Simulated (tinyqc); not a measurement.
Orbital energy against energy difference: ionisation energy by orbital energies and by energy differences in the cc-pvdz basis, for CH4, spin multiplicity 1. Computed by the program tinyqc with PySCF. Command: `OMP_NUM_THREADS=1 python tinyqc.py 110802 110803 out.jsonl`; one thread of a shared host (Intel(R) Xeon(R) Processor @ 2.60GHz), about 30 s.

Geometry (angstrom):
```
atom,x,y,z
C,0.0000,0.0000,0.0000
H,0.6010,0.6010,0.6010
H,0.6010,-0.6010,-0.6010
H,-0.6010,0.6010,-0.6010
H,-0.6010,-0.6010,0.6010
```

CCSD(T) difference in the same basis = 14.5034 eV

IP-EOM-CCSD = 14.4819 eV

The cation is unrestricted; errors are against CCSD(T) in this basis, not against experiment.

First vertical ionisation energy (eV):
```
method,-e(HOMO),E(cation) - E,error of -e(HOMO),error of the difference
HF,15.1061,13.578080,0.6028,-0.9253
LDA,9.4875,14.294311,-5.0159,-0.2090
PBE,9.4778,14.355390,-5.0255,-0.1480
B3LYP,10.8409,14.518715,-3.6624,0.0154
PBE0,11.1007,14.446955,-3.4026,-0.0564
CAM-B3LYP,12.6176,14.529701,-1.8857,0.0263
LC-wPBE,14.1232,14.570737,-0.3802,0.0674
```

Koopmans errs by +0.60 eV and Delta-HF by -0.93 eV: relaxation, 1.53 eV, lowers the value and the missing correlation difference works against it. The PBE level is off by -5.0 eV through the wrong tail of its potential, though its energy difference is off by -0.15 eV; exact exchange deepens the level, and among the orbital energies LC-wPBE comes closest; among the differences B3LYP does.
